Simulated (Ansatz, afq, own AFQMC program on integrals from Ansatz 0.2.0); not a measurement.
## AlGe, quartet: AFQMC among the cluster methods

| atom | x (Å) | y (Å) | z (Å) |
| --- | --- | --- | --- |
| Ge | 0.0000 | 0.0000 | 0.0000 |
| Al | 0.0000 | 0.0000 | 1.9280 |

Basis cc-pVDZ. Noble-gas cores (and the filled d shells of Ga–Kr and In–Xe) are frozen. AFQMC by an in-house program on the Cholesky factors that Ansatz 0.2.0 writes for its CCSD(T) run. ph-AFQMC/CISD is guided by a CISD state made of CCSD amplitudes; releasing the constraint for a short imaginary time cuts its bias at the price of noise, slowly where states lie close. Uncertainties: one standard error, sampling alone. No spin–orbit coupling.

Determinant: ROHF, the one that the program's search chose, which needn't be the lowest solution. The geometry is a point of a scan.

Full CI on the same integrals is exact in this basis and with this determinant's frozen core.

Cautions: no relativity below Rb; no spin-orbit coupling; inner d shell frozen; lower spins were not checked; the released energies are still falling, so no released level is given (meV from the phaseless value at times in 1/Eh: -1 ± 3 at 0.24, -4 ± 3 at 0.51, -5.0 ± 2.1 at 0.99, -9.6 ± 1.7 at 1.62, -11.6 ± 1.3 at 2.40).

```
T1 diagnostic                               : 0.0285
weight of the determinant in the CISD state : 0.878
size of the correlated space                : 7 electrons in 26 orbitals
```

Reference: full CI, correlation energy -3.488 eV.

```csv
level,E − E(reference) (kJ/mol),share of correlation (%)
HF,336.6,0.00
MP2,80.7,76.01
CCSD,17.9,94.67
CCSD(T),4.0,98.80
CCSDT,1.0,99.69
CCSDT(Q),0.2,99.95
CCSDTQ,0.0,99.99
ph-AFQMC/CISD,1.6 ± 0.4,99.53
```

CCSDT and higher add their correlation energy to the determinant of the CCSD(T) run, since their own runs factorise the integrals more tightly (a shift of under 2 meV). A walk keeps the symmetry of its determinant, which the program's search chose and which needn't be the lowest solution, so a lower state of the same spin and another symmetry isn't excluded.
